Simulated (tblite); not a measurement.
Run record: molecular-dynamics run, `FC1(F)CSC1`.

Computed with GFN2-xTB (tblite), gas phase: Langevin dynamics at 400 K from the optimised GFN2-xTB geometry, time step 0.5 fs, friction 0.01 fs⁻¹, 2000 steps. A driver script takes a list of jobs; this job's settings line and coordinates (Å) are shown. «temperature» is in K, «steps» counts time steps and «every» is the stride of the printed frames; «frames» go on to single points.

Command:
```bash
OMP_NUM_THREADS=1 python probes_run.py task.json out
```

Input:
```
{"job": {"kind": "md", "xc": "GFN2-xTB", "basis": "xTB", "temperature": 400, "steps": 2000, "every": 50, "frames": 5}, "charge": 0, "multiplicity": 1}
F     -0.202943     0.208883     1.805760
C     -0.009376     0.441394     0.482626
F      0.159082     1.784532     0.384073
C     -1.130967    -0.096813    -0.398587
S      0.028575    -1.184433    -1.309086
C      1.143308    -0.360434    -0.110915
H     -1.887836    -0.650689     0.151917
H     -1.588149     0.660482    -1.031106
H      1.596933    -1.053734     0.593676
H      1.900257     0.255466    -0.590886
```

Output:
```
t/fs     T/K      E/eV
    0.0   339.0   -575.79344
   25.0   129.1   -575.45227
   50.0   401.7   -575.57977
   75.0   359.9   -575.35872
  100.0   410.5   -575.52315
  125.0   272.2   -575.34029
  150.0   234.3   -575.38761
  175.0   211.0   -575.36128
  200.0   304.8   -575.57248
  225.0   261.5   -575.52216
  250.0   200.7   -575.44279
  275.0   369.9   -575.36917
  300.0   328.6   -575.32022
  325.0   435.3   -575.49180
  350.0   356.3   -575.48801
  375.0   292.8   -575.40406
  400.0   247.8   -575.43962
  425.0   428.0   -575.43479
  450.0   418.4   -575.44663
  475.0   299.6   -575.47093
  500.0   306.6   -575.59450
  525.0   288.1   -575.48017
  550.0   325.4   -575.55142
  575.0   223.9   -575.46056
  600.0   228.3   -575.41778
  625.0   355.9   -575.40178
  650.0   493.5   -575.43116
  675.0   385.8   -575.40176
  700.0   436.9   -575.50334
  725.0   343.0   -575.59863
  750.0   346.9   -575.60329
  775.0   312.9   -575.34944
  800.0   372.6   -575.54563
  825.0   387.3   -575.41547
  850.0   429.1   -575.48545
  875.0   408.5   -575.37128
  900.0   335.7   -575.46495
  925.0   351.7   -575.47523
  950.0   472.3   -575.51235
  975.0   583.8   -575.51401
 1000.0   594.3   -575.38770
```

E is the potential energy; T comes from the kinetic energy over all 3N coordinates.

Question: Sum up the printed frames.

Answer: 41 frames over 1000 fs. T runs from 129 K (25 fs) to 594 K (1000 fs), with a mean of 348 K over all frames and 380 K from 500 fs on. E starts at -575.793 eV, peaks 0.473 eV above that at 300 fs, and averages 0.319 eV above it from 500 fs on.

Question: Give the last frame.

Answer: 0.09 Å rms from the start after alignment:
```
atom  x, y, z in Å
F1     -0.640    0.801    2.411
C2     -0.883    0.867    1.135
F3     -1.471    2.132    0.963
C4     -1.758   -0.283    0.605
S5     -0.596   -0.759   -0.661
C6      0.325    0.684    0.106
H7     -2.049   -1.015    1.361
H8     -2.656    0.148    0.171
H9      1.339    0.260    0.506
H10     0.543    1.439   -0.601
```

The run took 7.7 s on AMD EPYC 7B13, one thread, on a shared host, and the process peaked at 0.18 GiB of memory.
